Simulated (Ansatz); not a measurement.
System: 2H MoS2. Method: PBEsol (PAW; Ansatz, a program for electronic structure).

Settings: plane-wave cutoff 560 eV, 12×12×4 k mesh (along the axes of the cell as run), perturbation theory, no spin polarisation, scalar-relativistic PAW data made under PBE.

Computed at the level's own relaxed cell.

### Question
What does this level give for the electronic dielectric constant ε∞ (mean over three axes) and dielectric constant ε0 (ions relaxed) (mean over three axes)?

### Answer

electronic dielectric constant ε∞ (mean over three axes): 11.9
dielectric constant ε0 (ions relaxed) (mean over three axes): 12.0

Measured, for comparison: high-frequency dielectric constant 12.2 (temperature not stated, not corrected to a static lattice, mean of the two values across and the one along c; as tabulated in Pike et al. (2018), arXiv:1804.02196); static dielectric constant 12.7 (temperature not stated, not corrected to a static lattice, polycrystalline average of the tensor's eigenvalues; as tabulated in Petousis et al. (2017), doi:10.1038/sdata.2016.134). Computed (rounded) less measured: high-frequency dielectric constant -2 %, static dielectric constant -6 %.

Note: the cell comes from a level without a dispersion term, which matters for the spacing of layers, chains or molecules; the cell has widely spaced layers and the level no dispersion term, so their spacing and the moduli can rest on weak binding.
